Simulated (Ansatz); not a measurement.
# CH6Si: the cost of one run

Program: Ansatz 0.2.0, Gaussian basis. Level of theory: PBE0-D4/def2-TZVP structures, single points in def2-TZVPP, no counterpoise correction. These are calculated values, not measurements.

Levels: SPW92, PBE-D4, BLYP-D4, r2SCAN-D4, B97M-V, PBE0-D4, B3LYP-D4, r2SCAN0-D4, BHLYP-D4, CAM-B3LYP-D4, wB97X-V, wB97M-V, B2PLYP, PBE-QIDH, RPA on PBE, Hartree-Fock, MP2, CCSD, CCSD(T).

Correlated methods freeze the cores. Orbitals are unrestricted. B3LYP uses VWN-RPA correlation. B2PLYP carries no dispersion term here.

94 further runs of the same task are left out: 94 set aside as unsound or not needed.

### Step 1. The system as given

The complex: 12 atoms, charge 0, spin multiplicity 2.

Atoms are counted from 1 here; the program's logs count them from 0.

Bond lengths: H1–C2 1.092 Å, C2–Si3 1.870 Å, C2–H5 1.092 Å, C2–H6 1.092 Å, Si3–H7 1.488 Å, Si3–H8 1.489 Å, Si3–H9 1.490 Å, Si4–H10 1.486 Å, Si4–H11 1.487 Å, Si4–H12 1.485 Å. Angles: H1–C2–Si3 110.7°, H1–C2–H5 108.2°, H1–C2–H6 108.2°, Si3–C2–H5 110.7°, Si3–C2–H6 110.7°, H5–C2–H6 108.1°, C2–Si3–H7 111.1°, C2–Si3–H8 110.5°, C2–Si3–H9 110.9°, H7–Si3–H8 108.2°, H7–Si3–H9 108.1°, H8–Si3–H9 107.8°, H10–Si4–H11 111.1°, H10–Si4–H12 111.5°, H11–Si4–H12 111.3°.

Coordinates:

```xyz
12

H    -1.2228    0.9601    0.7442
C    -0.5573    0.7855    1.5924
Si    1.0632    0.0479    1.0215
Si   -0.5613   -0.5502   -2.3494
H    -1.0628    0.1150    2.2909
H    -0.3907    1.7398    2.0970
H     1.7559    0.9512    0.0635
H     1.9683   -0.1841    2.1809
H     0.8417   -1.2620    0.3469
H    -1.3595   -1.6507   -1.7495
H    -1.2719    0.0583   -3.5052
H     0.7972   -1.0107   -2.7332
```

Its parts: CH6Si holds atoms 1, 2, 3, 5, 6, 7, 8, 9; SiH3 radical holds atoms 4, 10, 11, 12. Each part counts its atoms afresh in its own runs.

### Step 2. Relaxing CH6Si alone

File relax-a/in.yaml:

```yaml
crystal:
  periodic: [false, false, false]
  atoms:
    - {symbol: H, position_ang: [-1.222830, 0.960129, 0.744229]}
    - {symbol: C, position_ang: [-0.557306, 0.785491, 1.592381]}
    - {symbol: Si, position_ang: [1.063187, 0.047908, 1.021469]}
    - {symbol: H, position_ang: [-1.062794, 0.115036, 2.290890]}
    - {symbol: H, position_ang: [-0.390744, 1.739764, 2.097025]}
    - {symbol: H, position_ang: [1.755853, 0.951203, 0.063454]}
    - {symbol: H, position_ang: [1.968255, -0.184055, 2.180859]}
    - {symbol: H, position_ang: [0.841671, -1.262024, 0.346866]}
basis:
  gaussian: {orbitals: def2-TZVP}
hamiltonian: {xc: pbe0, dispersion: d4}
relax: {f_tol: 0.005, max_steps: 200}
```

Command:

```bash
ansatz run in.yaml --threads 8 --pin off --events-out ev --progress --plain --max-ram 19148MiB
```

**Question.** How long does this run take on 8 threads of Arm Neoverse V2, shared host?

About 1.4 s.
